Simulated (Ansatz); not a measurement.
`[SiH3][AlH][SH]` + H₂ → `[AlH2][SH]` + SiH₄ at 600 K and 1 bar (hydrogenolysis of the Al–Si bond).

Program: Ansatz. Geometries: PBE0-D4/def2-TZVP. ΔE: electronic, gas phase. CCSD(T)/CBS is the MP2 limit (def2-TZVPP, def2-QZVPP) plus CCSD(T) − MP2 in def2-TZVPP, frozen cores. This one scheme is used for every species. Each species was taken in one conformer, which may not be the lowest.

```
          species  CCSD(T)/CBS energy (Eh)  H − E (kJ/mol)  S (J/(mol·K))
`[SiH3][AlH][SH]`               -931.90162           162.7          423.0
               H₂                 -1.17544            43.9          150.8
     `[AlH2][SH]`               -641.61836            94.5          317.9
             SiH₄               -291.46306           108.7          242.3
```

H − E and S are ideal-gas, rigid-rotor, harmonic terms from PBE0-D4/def2-TZVP, for one conformer and one mirror image of each species. The MP2-based limit puts H₂ 0.8 mEh under its directly extrapolated value; such offsets cancel only in part. 1 Eh = 2625.50 kJ/mol, R = 8.31446 J/(mol·K).

Q: By hand: ΔE, ΔH, ΔS and ΔG.

A: ΔE = (-641.61836) + (-291.46306) − (-931.90162) − (-1.17544) = -0.00436 Eh = -11.4 kJ/mol. Δ(H − E) = 94.5 + 108.7 − 162.7 − 43.9 = -3.4, so ΔH = -14.8 kJ/mol. ΔS = 317.9 + 242.3 − 423.0 − 150.8 = -13.6 J/(mol·K). ΔG = -14.8 − 600 × (-13.6)/1000 = -6.6 kJ/mol.

Q: By hand: the equilibrium constant, and the temperature at which ΔG would vanish if ΔH and ΔS stayed fixed.

A: log₁₀ K = −ΔG/(RT ln 10) = 0.6. ΔG = 0 at ΔH/ΔS = 1088 K, though so small a ΔS makes that figure unsure.

TΔS isn't small against ΔH here. A doubt of 5 kJ/mol in ΔE shifts log₁₀ K by 0.4 here. Other conformers and mirror images would add mixing entropy, several J/(mol·K) or more a flexible species. Modes under 60 cm⁻¹, often nearly free rotors, make the harmonic entropy too high. These are equilibria of isolated gas molecules and say nothing of rates. Largest T1 diagnostic: 0.013 (customary marks: 0.02 for closed shells, 0.045 for open ones).
